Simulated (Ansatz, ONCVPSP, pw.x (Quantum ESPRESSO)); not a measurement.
**From atom to crystal: ONCV potential for aluminium**

```json
{
 "Element": "aluminium",
 "Generator": "ONCVPSP 4.0.1.1 (patched build)",
 "Type": "optimised norm-conserving Vanderbilt (ONCV)",
 "Functional": "LDA (Perdew-Wang 92)",
 "Relativity": "scalar-relativistic",
 "Frozen core": "[Ne]",
 "Valence charge": "3",
 "Reference configuration": "3s2 3p0.5 (charge +0.5)",
 "Partial waves": "3s: rc 1.95 bohr, ncon 4, nbas 7, qcut 2.6 1/bohr, 2 projectors, debl 1 Ha; 3p: rc 2.25 bohr, ncon 5, nbas 10, qcut 3.3 1/bohr, 2 projectors, debl 2 Ha",
 "Local potential": "polynomial inside 1.75 bohr (lpopt 4, dvloc0 0 Ha)",
 "Core correction": "Teter function fitted to the true core (icmod 2), fcfact 0.45"
}
```

Atomic tests: cutoffs needed: 15 Ha and 29 Ha (the cutoffs (Ha) at which the residual kinetic energy of the hardest occupied pseudo-wave falls to 1 and 0.1 mHa per electron); ghost test: no bound ghost flagged; no localised positive-energy state flagged; largest excitation error: +9.3 meV (all-electron minus pseudo) for 3s1 3p0, out of 4 test configurations.

Crystal test: bcc Al in pw.x 7.5, no spin, 14³ k-points, Fermi–Dirac smearing 0.01 Ry, cutoffs 70/280 Ry. The reference is all-electron LAPW (Ansatz 0.2.0) with the same functional, mesh and smearing; V0 and B0 come from Birch–Murnaghan fits to the pressures at five volumes. Errors are pseudo minus all-electron; Δ is the rms difference of the E(V) curves that follow from these fits, minima aligned, over ±6 % about the mean V0. Mesh and smearing are coarse, so the numbers serve the comparison and aren't converged zero-temperature values; the lattice is a test structure that the element need not adopt.

| V (Å³/atom) | P all-electron (GPa) | P pseudo (GPa) |
| --- | --- | --- |
| 15.411 | 4.35 | 7.42 |
| 15.816 | 2.08 | 4.93 |
| 16.222 | 0.10 | 2.75 |
| 16.628 | -1.63 | 0.83 |
| 17.033 | -3.14 | -0.85 |

All-electron: a0 = 3.191 Å (V0 = 16.24 Å³/atom), B0 = 73.6 GPa.

Pseudopotential: mean pressure error (GPa): +2.66; a0 (Å): 3.228; a0 error (%): +1.17; B0 error (%): -4.8; Δ (meV/atom): 9.0. This is a poor potential for the solid.

Problem. At the middle volume, how do free energy and pressure move when the wave cutoff is lowered (ecutrho kept at four times it)?

Solution.

```tsv
cutoff (Ry)	shift of F (meV/atom)	shift of P (GPa)
32	+36.7	+0.01
42	+28.5	-0.46
56	+5.9	-0.32
```

Input at the middle volume:

```
&control
  calculation='scf', prefix='x', pseudo_dir='./', outdir='./tmp', tstress=.true., disk_io='none'
/
&system
  ibrav=0, nat=1, ntyp=1, ecutwfc=70, ecutrho=280, nbnd=8,
  occupations='smearing', smearing='fd', degauss=0.01
/
&electrons
  conv_thr=1e-09, mixing_beta=0.4, electron_maxstep=70
/
ATOMIC_SPECIES
Al 1.0 Al.UPF
CELL_PARAMETERS angstrom
  -1.59470909 1.59470909 1.59470909
  1.59470909 -1.59470909 1.59470909
  1.59470909 1.59470909 -1.59470909
ATOMIC_POSITIONS crystal
Al 0.0000 0.0000 0.0000
K_POINTS automatic
14 14 14 0 0 0
```

```bash
pw.x < Al.scf.in > Al.scf.out
```

Lines of the output:

```
Message from routine setup:
     using ibrav=0 with symmetry is DISCOURAGED, use correct ibrav instead
     lattice parameter (alat)  =       5.2196  a.u.
     unit-cell volume          =     109.4715 (a.u.)^3
     number of electrons       =         3.00
     number of Kohn-Sham states=            8
     kinetic-energy cutoff     =      70.0000  Ry
     charge density cutoff     =     280.0000  Ry
     scf convergence threshold =      1.0E-09
     Exchange-correlation= SLA  PW   NOGX NOGC
     number of k points=   104  Fermi-Dirac smearing, width (Ry)=  0.0100
     iteration #  1     ecut=    70.00 Ry     beta= 0.40
     total energy              =      -5.55467433 Ry
     estimated scf accuracy    <       0.01197836 Ry
     iteration #  2     ecut=    70.00 Ry     beta= 0.40
     total energy              =      -5.55306746 Ry
     estimated scf accuracy    <       0.00379093 Ry
     iteration #  3     ecut=    70.00 Ry     beta= 0.40
     total energy              =      -5.55321974 Ry
     estimated scf accuracy    <       0.00000139 Ry
     iteration #  4     ecut=    70.00 Ry     beta= 0.40
     total energy              =      -5.55322282 Ry
     estimated scf accuracy    <       0.00000013 Ry
     iteration #  5     ecut=    70.00 Ry     beta= 0.40
     total energy              =      -5.55322282 Ry
     estimated scf accuracy    <       0.00000007 Ry
     iteration #  6     ecut=    70.00 Ry     beta= 0.40
     the Fermi energy is     7.9713 ev
!    total energy              =      -5.55322282 Ry
     estimated scf accuracy    <          2.0E-10 Ry
     smearing contrib. (-TS)   =      -0.00166885 Ry
     The total energy is F=E-TS. E is the sum of the following terms:
     one-electron contribution =       2.97861163 Ry
     hartree contribution      =       0.00426814 Ry
     xc contribution           =      -3.10015273 Ry
     ewald contribution        =      -5.43428101 Ry
     convergence has been achieved in   6 iterations
          total   stress  (Ry/bohr**3)                   (kbar)     P=       27.49
     Message from routine punch:
     Nothing written, as per user request (disk_io='none')
```

The run at the middle volume (104 k-points, 6 iterations) took about 16 s on one core of a shared host (Neoverse-N1, 64 threads, 124 GiB, load 56).
